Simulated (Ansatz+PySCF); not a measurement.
Values are calculated unless marked as measured or tabulated.
**Several solutions for singlet NH₃**

```xyz
4

N     0.0000    0.0000    0.1216
H     1.9185    0.0000   -0.7092
H    -0.4679    0.8105   -0.2837
H    -0.4679   -0.8105   -0.2837
```

Basis set: 6-31G (spherical functions). Charge 0, multiplicity 1.

PBE0 (unrestricted) was run from several starts with Ansatz (development build ahead of 0.2.0) and PySCF 2.14.0.

```tsv
run	program	start	converged	energy (hartree)	<S²>
A	PySCF	program defaults	yes	-56.28074	0.00
B	Ansatz	atomic start, no search	yes	-56.28074	0.00
C	Ansatz	search for the lowest state	yes	-56.29877	0.70
D	Ansatz	stability test followed	yes	-56.29877	0.70
```

Task: Which runs reached the lowest solution of this kind, and what is wrong with the others?

Result: C, D reached the lowest solution found. Converged but too high: A by 0.49 eV, B by 0.49 eV. Convergence only shows a stationary point, and even a stable one can lie too high; stability tests and further starts are what find lower ones. Caution: charge can spread falsely over distant fragments. Caution: the unrestricted determinant is spin contaminated.
